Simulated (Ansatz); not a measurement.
**Breaking a bond in Cl2 (chlorine)**

Cl2 has 2 atoms, charge 0, and is taken as a singlet. SMILES: `ClCl`. The coordinates come from a GFN2-xTB relaxation.

```xyz
2

Cl    0.8599   -0.2863    0.4409
Cl   -0.8599    0.2863   -0.4409
```

The Cl1–Cl2 distance is scanned; the parts on either side stay rigid. Basis STO-3G, 10 core orbitals frozen in the correlated methods; program Ansatz 0.2.0. FCI is exact within this basis and core. Energies in eV from each method's value at 2.016 Å; methods without a U are spin-restricted. The shape above is that at 2.016 Å.

```json
{"distance (Å)": "1.982", "SVWN5": "0.11", "r2SCAN": "0.12", "BHLYP": "0.10", "wB97M-V": "0.10", "CCSDTQ": "0.12", "FCI": "0.12"}
{"distance (Å)": "2.016", "SVWN5": "0.00", "r2SCAN": "0.00", "BHLYP": "0.00", "wB97M-V": "0.00", "CCSDTQ": "0.00", "FCI": "0.00"}
{"distance (Å)": "2.478", "SVWN5": "0.85", "r2SCAN": "0.73", "BHLYP": "1.09", "wB97M-V": "1.08", "CCSDTQ": "0.48", "FCI": "0.48"}
{"distance (Å)": "2.519", "SVWN5": "1.00", "r2SCAN": "0.88", "BHLYP": "1.28", "wB97M-V": "1.26", "CCSDTQ": "0.58", "FCI": "0.58"}
{"distance (Å)": "2.974", "SVWN5": "2.57", "r2SCAN": "2.40", "BHLYP": "3.16", "wB97M-V": "3.17", "CCSDTQ": "1.35", "FCI": "1.35"}
{"distance (Å)": "3.023", "SVWN5": "2.71", "r2SCAN": "2.54", "BHLYP": "3.33", "wB97M-V": "3.35", "CCSDTQ": "1.40", "FCI": "1.40"}
{"distance (Å)": "3.965", "SVWN5": "4.06", "r2SCAN": "3.85", "BHLYP": "5.12", "wB97M-V": "5.33", "CCSDTQ": "1.61", "FCI": "1.58"}
{"distance (Å)": "4.031", "SVWN5": "4.10", "r2SCAN": "3.89", "BHLYP": "5.18", "wB97M-V": "5.39", "CCSDTQ": "1.61", "FCI": "1.59"}
{"distance (Å)": "4.956", "SVWN5": "4.26", "r2SCAN": "4.05", "BHLYP": "5.54", "wB97M-V": "5.94", "CCSDTQ": "1.60", "FCI": "1.59"}
{"distance (Å)": "5.039", "SVWN5": "4.26", "r2SCAN": "4.05", "BHLYP": "5.56", "wB97M-V": "5.96", "CCSDTQ": "1.60", "FCI": "1.59"}
```

Departure from the FCI curve at its largest: SVWN5 +2.67 eV at 5.04 Å; r2SCAN +2.46 eV at 5.04 Å; BHLYP +3.97 eV at 5.04 Å; wB97M-V +4.37 eV at 5.04 Å; CCSDTQ +0.03 eV at 3.96 Å. Restricted functionals keep the electrons paired too, and rise too high.
